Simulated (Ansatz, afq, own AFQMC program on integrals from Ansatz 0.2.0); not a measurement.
## AlSiH⁺, doublet: AFQMC among the cluster methods

```xyz
3

Si    0.0000   -0.0360    1.1654
Al    0.0000   -0.0118   -1.2249
H     0.0000    1.3177    0.3154
```

Connectivity, by distances: SiH–Al.

Basis cc-pVDZ. Noble-gas cores (and the filled d shells of Ga–Kr and In–Xe) are frozen. AFQMC by an in-house program on the Cholesky factors that Ansatz 0.2.0 writes for its CCSD(T) run. ph-AFQMC/CISD is guided by a CISD state made of CCSD amplitudes; releasing the constraint for a short imaginary time cuts its bias at the price of noise, slowly where states lie close. Uncertainties: one standard error, sampling alone.

Determinant: ROHF, the one that the program's search chose, which needn't be the lowest solution. The geometry is a PBE0/def2-TZVP stationary point of this or a neighbouring charge and spin state.

Full CI on the same integrals is exact in this basis and with this determinant's frozen core.

Cautions: a spin-contaminated unrestricted determinant lies lower (UHF 200 meV lower, ⟨S²⟩ 1.11); the search met a lower determinant of the same kind, perhaps of another symmetry (94 meV lower), and this one is a saddle point; the released energies are still falling, so no released level is given (meV from the phaseless value at times in 1/Eh: -7 ± 3 at 0.24, -11 ± 3 at 0.51, -21 ± 3 at 0.99, -24.5 ± 2.3 at 1.62, -30.0 ± 2.3 at 2.40).

* T1 diagnostic: 0.0336
* weight of the determinant in the CISD state: 0.850
* size of the correlated space: 7 electrons in 31 orbitals

```csv
level,correlation energy (eV)
MP2,-3.2352
CCSD,-4.1218
CCSD(T),-4.3127
```

Estimate where phaseless AFQMC with the Hartree–Fock trial lies against CCSD(T) on the same integrals.

1.51 ± 0.77 mEh above CCSD(T). The gap is under twice the noise, so this walk alone can't tell the two apart.

Reference: full CI, correlation energy -4.374 eV.

```tsv
level	E − E(reference) (mEh)	share of correlation (%)
CCSD(T)	2.25	98.60
CCSDT	0.54	99.66
CCSDT(Q)	0.08	99.95
CCSDTQ	0.02	99.99
ph-AFQMC/HF	3.76 ± 0.77	97.66
ph-AFQMC/CISD	1.31 ± 0.16	99.19
```

CCSDT and higher add their correlation energy to the determinant of the CCSD(T) run, since their own runs factorise the integrals more tightly (a shift of under 2 meV). A walk keeps the symmetry of its determinant, which the program's search chose and which needn't be the lowest solution, so a lower state of the same spin and another symmetry isn't excluded.
